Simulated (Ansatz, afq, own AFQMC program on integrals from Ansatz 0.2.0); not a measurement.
# Where AFQMC and coupled cluster stand for C2, triplet

```xyz
2

C     0.0000    0.0000    0.0000
C     0.0000    0.0000    1.3014
```

Basis 6-31G. Only valence electrons are correlated. Ansatz 0.2.0 and our own AFQMC program on the same integrals; the CISD trial comes from CCSD amplitudes, and released means the phaseless constraint is let go. ± is one standard error of the sampling.

Determinant: UHF, the one that the program's search chose, which needn't be the lowest solution. The geometry is a PBE0/def2-TZVP stationary point of this or a neighbouring charge and spin state.

Full CI on the same integrals is exact in this basis and with this determinant's frozen core.

Cautions: lower spins were not checked; an unrestricted solution with more broken spin lies lower (452 meV, ⟨S²⟩ 2.29); CCSD(T) is in doubt: in a space of 8 electrons in 9 natural orbitals full CI lies 81 meV below it; the CCSDT(Q) amplitudes may be one of several solutions (largest double 0.16); the CCSDTQ amplitudes may be one of several solutions (largest double 0.17); the released energies are still falling, so no released level is given (meV from the phaseless value at times in 1/Eh: -17 ± 3 at 0.24, -31 ± 6 at 0.51, -44 ± 3 at 0.99, -57.0 ± 2.4 at 1.62, -207 ± 136 at 2.40).

- T1 diagnostic: 0.0213
- weight of the determinant in the CISD state: 0.876
- ⟨S²⟩ of the determinant: 2.011
- size of the correlated space: 8 electrons in 16 orbitals

```csv
level,correlation energy (eV)
MP2,-4.3347
CCSD,-4.7210
CCSD(T),-4.9370
```

Question: Estimate where full CI lies against CCSD(T) on the same integrals.

Answer: 1.84 kcal/mol below CCSD(T).

Reference: full CI, correlation energy -5.017 eV.

```json
{"level": "CCSD(T)", "E − E(reference) (kcal/mol)": "1.84", "share of correlation (%)": "98.41"}
{"level": "CCSDT", "E − E(reference) (kcal/mol)": "1.28", "share of correlation (%)": "98.89"}
{"level": "CCSDT(Q)", "E − E(reference) (kcal/mol)": "0.18", "share of correlation (%)": "99.84"}
{"level": "CCSDTQ", "E − E(reference) (kcal/mol)": "0.14", "share of correlation (%)": "99.88"}
{"level": "ph-AFQMC/HF", "E − E(reference) (kcal/mol)": "12.23 ± 0.53", "share of correlation (%)": "89.43"}
{"level": "ph-AFQMC/CISD", "E − E(reference) (kcal/mol)": "1.84 ± 0.10", "share of correlation (%)": "98.41"}
```

CCSDT and higher add their correlation energy to the determinant of the CCSD(T) run, since their own runs factorise the integrals more tightly (a shift of under 2 meV). A walk keeps the symmetry of its determinant, which the program's search chose and which needn't be the lowest solution, so a lower state of the same spin and another symmetry isn't excluded.
